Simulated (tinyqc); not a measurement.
Worked calculation: Pariser-Parr-Pople SCF with singles CI, for the molecule Nc1c[cH+]1 (SMILES; centres numbered as the heavy atoms are written). One step of it, computed by the program tinyqc.

Question. Singles CI, singlets. Over the 4 single excitations with the smallest orbital gaps: A = (e_a - e_i) delta + 2 (ia|jb) - (ij|ab), with (pq|rs) = sum c_mp c_mq gamma_mn c_nr c_ns. f = 2/3 w |mu|^2 in atomic units, mu = sqrt2 sum c_ia sum_m c_mi c_ma R_m.

orbital energies (eV): -19.452701  -14.831501  -5.746246  -5.393921

coefficients:
```
         MO1        MO2        MO3        MO4
1N  0.354268   0.826281   0.000000  -0.437897
2C  0.630947   0.134420   0.000000   0.764092
3C  0.488057  -0.386775   0.707107  -0.334970
4C  0.488057  -0.386775  -0.707107  -0.334970
```

repulsion gamma_rs (eV), lower triangle:
```
           1N         2C         3C         4C
1N  19.260000
2C   6.248489  12.580000
3C   3.990289   5.659640  12.580000
4C   3.990289   5.659640   5.658801  12.580000
```

Centres (angstrom, eV; a flat drawing with bonds scaled to 1.40 angstrom):
```
centre          x          y  core charge z          W   gamma_rr
1N       1.656000   0.000000              2  26.330000  19.260000
2C       0.256000   0.000000              1  11.460000  12.580000
3C      -0.956000   0.700000              1  11.460000  12.580000
4C      -0.956000  -0.700000              1  11.460000  12.580000
```

Give: singlet CI matrix; singlet excitation energies; oscillator strengths.

Answer.

singlet CI matrix (eV), lower triangle:
```
         2>3     2>4     1>3      1>4
2>3   5.6010
2>4   0.0000  6.5171
1>3  -0.8182  0.0000  9.9054
1>4   0.0000  0.2066  0.0000  10.3013
```

singlet excitation energies (eV): 5.4507  6.5058  10.0556  10.3126

oscillator strengths: 0.0798  0.7826  0.5214  0.0325
